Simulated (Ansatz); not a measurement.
# One elementary step

Start structure (CH₆SSi, singlet), relaxed at PBE0-D4/def2-TZVP:

Si1  (-0.670, -0.402, 0.140)
C2  (0.453, 1.082, 0.264)
S3  (0.395, -2.206, -0.311)
H4  (0.815, -1.789, -1.517)
H5  (-1.720, -0.158, -0.885)
H6  (-1.321, -0.696, 1.442)
H7  (-0.123, 1.973, 0.529)
H8  (1.219, 0.923, 1.025)
H9  (0.952, 1.272, -0.689)
(Å)

The step: CH₆SSi ([CH3][SiH2][SH]) → SiH₂S ([SiH2][S]) + CH₄; bonds formed: C2–H4; bonds broken: Si1–C2, S3–H4. Program: Ansatz 0.2.0. Basis: def2-TZVPP and def2-QZVPP. Cores are frozen in the correlated methods. Extrapolation: Hartree–Fock as exp(−7.88 √X), correlation as X^−2.97. Energies below are by CCSD(T) at an estimated basis limit (MP2 extrapolated from triple and quadruple zeta, plus CCSD(T) − MP2 in triple zeta).

Q: What are the electronic barrier and the energy of the step, from the start structure to the end structure? (Judge from chemistry; the value comes from the calculation.)

A: Computed: Barrier 2.456 eV; step energy 1.089 eV (uphill); reverse barrier, their difference, 1.367 eV. Barrier and step energy count from the start structure, the reverse barrier from the end structure.

The saddle point: One imaginary mode of 1254i cm⁻¹.
| pair | start (Å) | saddle (Å) | end (Å) |
| --- | --- | --- | --- |
| C2–H4 | 3.40 | 1.35 | 1.09 |
| Si1–C2 | 1.86 | 2.09 | 3.33 |
| S3–H4 | 1.34 | 1.83 | 3.54 |

Zero-point energy (harmonic, PBE0-D4): ZPE is 1.718 eV at the start and 1.646 eV at the saddle, so the barrier goes from 2.456 to 2.383 eV.

First-order rate constant out of the start structure at 498 K by transition-state theory, with harmonic vibrational free energies alone and no tunnelling: ΔA‡ = 2.408 eV, so k = (kB T/h) exp(−ΔA‡/kB T) ≈ 10^-11 s⁻¹ (an order of magnitude at best: rotation, the number of equivalent paths and anharmonicity are left out).

The T1 diagnostic stays at or below 0.017.

Labels in which every atom is bracketed show which atoms are joined, not bond orders.

For scale, one of the runs: CCSD(T)/def2-TZVPP, 199 basis functions, launched by `ansatz run in.yaml --threads 2 --pin off --events-out ev --progress --plain --max-ram 4352MiB`. Hardware: 2 CPU threads of an Arm Neoverse V1, shared host. Wall time 45 s; peak host memory 2.2 GiB.
